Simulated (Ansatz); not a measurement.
## Match the barriers

Saddle point of CH7ClSi, closed shell (CH₆Si ([CH3][SiH3]) + HCl → CH₅ClSi ([CH3][SiH2][Cl]) + H₂; bonds formed: Si1–Cl7, H2–H6; bonds broken: Si1–H2, H6–Cl7), PBE0-D4/def2-TZVP structure:

```
10
angstrom
Si -0.5592 -0.1075 -0.4106
H 0.3294 -1.2176 -1.3740
H -1.4051 -1.3394 -0.2686
H -1.3937 0.8316 -1.1802
C 0.0965 0.2498 1.2828
H 0.8282 -0.4940 -1.5090
Cl 1.3961 1.1583 -1.4121
H 0.9696 -0.3785 1.4752
H -0.6682 0.0074 2.0257
H 0.4062 1.2898 1.3707
```

Computed with Ansatz 0.2.0 (basis: def2-TZVPP, with def2-QZVPP for the basis limit); correlated methods freeze the cores. Extrapolation: Hartree–Fock as exp(−7.88 √X), correlation as X^−2.97. Four methods, as single points on the PBE0-D4 structures, gave these electronic barriers from the start structure: 101.1, 130.9, 163.1, 206.7 kJ/mol.

Q: The methods were, in alphabetical order, BHLYP-D4, HF, r2SCAN-D4, SPW92. Which gave which? (Judge from chemistry; the calculation decides.)

A: By the calculation: SPW92 101.1; r2SCAN-D4 130.9; BHLYP-D4 163.1; HF 206.7 kJ/mol. For comparison, CCSD(T) at an estimated basis limit (MP2 extrapolated from triple and quadruple zeta, plus CCSD(T) − MP2 in triple zeta) gives 152.5 kJ/mol.

T1 diagnostic: at most 0.011.

Labels in which every atom is bracketed show which atoms are joined, not bond orders.

For scale, one of the runs: CCSD(T)/def2-TZVPP, 213 basis functions, launched by `ansatz run in.yaml --threads 4 --pin off --events-out ev --progress --plain --max-ram 9574MiB`. The run took 33 s on 4 CPU threads of an Arm Neoverse V1 (shared host), with 2.8 GiB of host memory at its peak.
